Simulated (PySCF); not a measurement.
Series: H2E=Y. All species are isolated molecules in the gas phase. Strings in code marks are SMILES.

The brightest of the four lowest singlets (TDA) from two functionals at the same geometries (r2SCAN-D4/def2-TZVP), both in PySCF: PBE-D3(BJ)/def2-TZVP and r2SCAN-D4/def2-TZVP. Excitations are Tamm–Dancoff values on a coarser integration grid. The basis has no diffuse functions, so Rydberg states are missing or too high.

```csv
species,r2SCAN-D4/def2-TZVP (eV)
`O=C`,8.22
`[SiH2]=O`,6.58
`[SiH2]=[Se]`,4.88
`[O]=[GeH2]`,5.79
```

What does PBE-D3(BJ)/def2-TZVP give for each?


- `O=C`: 7.34
- `[SiH2]=O`: 6.01
- `[SiH2]=[Se]`: 4.68
- `[O]=[GeH2]`: 5.28
Over these rows, drawn at random from the members with no instability flagged (it was tested for open shells, ions and some series alone), PBE minus r2SCAN-D4: mean -0.54 eV, from -0.88 eV to -0.20 eV.
